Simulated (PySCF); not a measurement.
**XPS shifts beside NMR shieldings**

Species: C4H5N.
Numbering: `[CH:1]#[C:2]/[CH:3]=[N:4]/[CH3:5]`

Binding energies: delta-SCF UKS SCAN, pcX-2 on the ionised atom, pcseg-1 elsewhere, spin-free X2C (PySCF). Shieldings: GIAO PBE0/pcSseg-1, non-relativistic, same geometry.

```
atom  C 1s (eV)
  C1     290.42
  C2     290.85
  C3     292.28
  C5     291.56
```

Problem. What are the absolute isotropic shieldings of these atoms?

Solution. 
| atom | environment | C 1s (eV) | isotropic shielding (ppm) |
| --- | --- | --- | --- |
| C1 | terminal alkyne carbon | 290.42 | 99.7 |
| C2 | alkyne carbon | 290.85 | 100.8 |
| C5 | N-methyl carbon | 291.56 | 134.5 |
| C3 | imine carbon | 292.28 | 40.2 |

Problem. Among the listed atoms, is the one with the highest binding energy also the least shielded?

Solution. Yes: C3 has both (292.28 eV, 40.2 ppm).

By binding energy: C1 < C2 < C5 < C3. By shielding: C3 < C1 < C2 < C5.

The unrestricted hole states depart most from a pure doublet (⟨S²⟩ = 0.75; over 0.85 named) for C 1s of C1 (0.86), C 1s of C2 (0.90) and C 1s of C3 (0.89), which makes these values less certain. Isolated species at its GFN2-xTB geometry, gas phase.
